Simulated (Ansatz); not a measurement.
A made-up structure of SiH$_{3}$S (charge -1), closed shell:

```csv
atom,x (Å),y (Å),z (Å)
Si1,0.0365,-0.8725,-0.2144
S2,0.3110,1.3535,0.1949
H3,-0.4004,2.1486,1.0382
H4,-1.3349,-0.7226,-0.8952
H5,1.5773,1.4348,-0.2389
```

It is relaxed with PBE-D4/def2-SVPD and then PBE0-D4/def2-TZVPD (Ansatz 0.2.0). Atoms count as bonded within 1.22 times the sum of their covalent radii (H–H: 0.88 Å). The end point is not checked to be a true minimum.

**Question.** Does its bonding change? (A judgement: the text doesn't fix the answer.)

**Answer.** The calculation gives: No: no bond forms or breaks.

Where it ends: The first stage lowers the energy by 1.32 eV in 10 steps. It ends as SiH₃S ([SiH][SH2]), total charge -1:
Si1  (-0.153, -0.933, 0.045)
S2  (0.098, 1.260, -0.061)
H3  (0.016, 1.968, 1.132)
H4  (-1.169, -0.697, -1.090)
H5  (1.397, 1.743, -0.142)
(Å)

Labels in which every atom is bracketed show which atoms are joined, not bond orders.

For scale, one of the runs: PBE0-D4/def2-TZVPD relaxation, 116 basis functions, launched by `ansatz run in.yaml --threads 2 --pin off --events-out ev --progress --plain --max-ram 4352MiB`. Hardware: 2 CPU threads of an Arm Neoverse V2, shared host. Wall time about 23 s.
